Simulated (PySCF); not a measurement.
## Telling isomers of C4H7F apart by NMR

How the numbers were obtained: GFN2-xTB structure, NMR shieldings at PBE0/pcSseg-1/GIAO, couplings computed with B3LYP/pcJ-1 (spin–dipole term left out of most H,H and C,H couplings), in PySCF 2.14.0 with density-fitted response routines (fast rotation and ring inversion assumed for equivalent nuclei, isolated molecule, one conformer, non-relativistic).

Referencing at the same level of theory: $^{1}$H (σ = 31.72 ppm) and $^{13}$C (σ = 186.93 ppm) against TMS. Multiplet labels drop J under 1 Hz and among equivalent protons, and merge close values. Unscaled 3J(H,H) run several per cent high. Vicinal couplings that depend on rotamer populations or ring flexing (ring, CH–CH, X–H and H–F types) are those of the one conformer. One-bond C–F couplings are unscaled and too large by tens of Hz. Shifts are as computed. Against solution values, carbons near 30 ppm lie about +3 ppm off and those near 130 ppm about +5 ppm. Of 1211 compounds with measured shifts, 218 miss one by over three times the rms of a fit or turn the order of signals round; such compounds aren't used in these exercises.

(1) Tabulate the signals of `C/C=C(/C)F`, `C/C=C\CF`, `C=C[C@H](C)F` and their relative energies.

(2) What is the quickest way to tell C/C=C(/C)F from C/C=C\CF?

(3) What is the quickest way to tell C/C=C(/C)F from C=C[C@H](C)F?

(4) What is the quickest way to tell C/C=C\CF from C=C[C@H](C)F?

Answers

(1) 
```tsv
SMILES	carbon types	δC	δH	E rel. (kcal/mol)
C/C=C(/C)F	1×C 1×CH 2×CH3	167.0, 108.0, 21.3, 12.4	4.71 (dqq, 1H), 1.99 (d of quint, 3H), 1.78 (ddq, 3H)	0.0
C/C=C\CF	2×CH 1×CH2 1×CH3	138.1, 131.1, 85.1, 17.0	6.06 (m, 1H), 5.70 (m, 1H), 5.57 (dtq, 2H), 1.66 (dq, 3H)	10.3
C=C[C@H](C)F	2×CH 1×CH2 1×CH3	147.2, 119.0, 93.0, 24.6	6.05 (m, 1H), 5.86 (m, 1H), 5.54 (m, 1H), 5.37 (dqq, 1H), 1.39 (dd, 3H)	6.4
```

Energies are electronic energies at PBE0/pcSseg-1 on these geometries, without zero-point or thermal terms, each for the one conformer computed, which needn't be the lowest.

(2) Both give the same number of carbon signals, but DEPT or the intensities differ. The first has a fully substituted alkene carbon (C) at 167.0 ppm, the second an allylic sp3 CH2 bonded to F at 85.1 ppm. Their most deshielded carbons lie at 167.0 and 138.1 ppm. In the proton spectra the most deshielded non-exchanging signals are 4.71 (dqq, J = 27.7, 7.6, 1.2 Hz, 1H) and 6.06 (m, 1H).

(3) Both give the same number of carbon signals, but DEPT or the intensities differ. The first has a fully substituted alkene carbon (C) at 167.0 ppm, the second a terminal =CH2 carbon at 119.0 ppm. Their most deshielded carbons lie at 167.0 and 147.2 ppm. In the proton spectra the most deshielded non-exchanging signals are 4.71 (dqq, J = 27.7, 7.6, 1.2 Hz, 1H) and 6.05 (m, 1H).

(4) Both give the same number of carbon signals, with the same numbers of each carbon type, so the positions decide. The first has an allylic sp3 CH2 bonded to F at 85.1 ppm, the second an allylic sp3 CH bonded to F at 93.0 ppm. Their most deshielded carbons lie at 138.1 and 147.2 ppm.
